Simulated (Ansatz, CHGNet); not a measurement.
Elastic constant C13 (GPa) of solids drawn from the class of elemental solids other than molecular ones, at two levels: the machine-learned potential CHGNet 0.3.0 (trained on PBE and PBE+U data), and PBE in Ansatz (PAW).

```csv
solid,CHGNet 0.3.0,PBE,shift (%)
hcp Zr,67.2,66.1,-1.6
hcp Zn,53.9,43.0,-20
hcp Hf,107,66.8,-38
hcp Tl,14.0,22.4,+60
hcp Lu,26.2,22.0,-16.0
hcp Mg,26.4,19.9,-25
α-phase Ga,40.3,39.1,-3.0
hcp Os,345,215,-38
hcp Y,28.0,21.1,-25
```

The shifts run from -38 % to +60 %, with a median of -20 %.

Over all 9 rows PBE is the larger in 1.

Ansatz's runs of these crystals have no spin polarisation.

Spin–orbit coupling is left out, also for the solids with elements from indium on (hcp Hf, hcp Tl, hcp Lu, hcp Os); its size isn't shown.

Each level is taken at its own relaxed cell. Ansatz's density-functional and Hartree–Fock values are scalar-relativistic unless marked +SOC, with PAW data made under PBE.

Ansatz is a first-principles code.
